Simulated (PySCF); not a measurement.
Coordinates in bohr (charge 0 multiplicity 1):
```
Si    0.0000    0.0000    0.0000
F     0.0000    0.0000    3.1349
F     0.0000    0.0000   -3.1349
```

Method: PBE/[Si def2-TZVP, F def2-TZVP], no relativity, density fitting, PySCF.

This geometry of SiF2 is a stationary point at this level.

Q: What is the point group?

A: D∞h.

Q: Is it a minimum?

A: No: it has 2 imaginary modes (one degenerate set), at 299i cm⁻¹ (πu).

Q: Which band is strongest in the infrared?

A: 802 cm⁻¹ (σu+), 373 km/mol.

Q: Give the atomic charges and bond orders.

A: 
```csv
atom,Mulliken,Löwdin,polar tensor,Mayer order to Si1
Si1,0.40,0.13,0.71,–
"F2,3",-0.20,-0.06,-0.35,1.12
```

Only a few start shapes were tried, so a lower isomer may exist. At this level a singlet minimum of C2v symmetry lies 151 kJ/mol below this structure.
